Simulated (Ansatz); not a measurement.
# CH2NSi: the cost of one run

All numbers below are computed with Ansatz 0.2.0 (UKS r2SCAN-D4/def2-SVP).

### Step 1. The structure to begin with

Bond lengths: N1–C2 1.218 Å, C2–Si3 1.789 Å, N1–H4 1.009 Å, Si3–H5 1.473 Å. Angles: N1–C2–Si3 155.8°, C2–N1–H4 131.5°, C2–Si3–H5 101.9°.

Coordinates:

```xyz
5

N    -1.3084   -0.5634   -0.1792
C    -0.2687    0.0119    0.0870
Si    1.4430    0.1380    0.5914
H    -1.5609   -1.1681   -0.9470
H     1.6950    1.5817    0.4479
```

### Step 2. Relaxing the start

input.yaml

```yaml
crystal:
  periodic: [false, false, false]
  atoms:
    - { symbol: "N", position_ang: [-1.30839, -0.56342, -0.17923] }
    - { symbol: C, position_ang: [-0.26868, 0.0119, 0.08697] }
    - { symbol: Si, position_ang: [1.44297, 0.138, 0.59136] }
    - { symbol: H, position_ang: [-1.56092, -1.16814, -0.94705] }
    - { symbol: H, position_ang: [1.69502, 1.58167, 0.44794] }
magnetization:
  spin_polarized: true
  initial_magnetization: 1
basis:
  gaussian: { orbitals: def2-SVP }
hamiltonian:
  xc: r2scan
  dispersion: d4
relax:
  f_tol: 0.02
  max_steps: 40
```

Run with:

```sh
> ansatz run input.yaml --threads 1 --pin off --max-ram 2048MiB --backend cpu --events-out ev --progress --plain --runs-dir out
```

Q: Estimate wall time and peak memory on 1 thread of Arm Neoverse V2, shared host.

About 47 s, with a peak of 0.17 GiB.
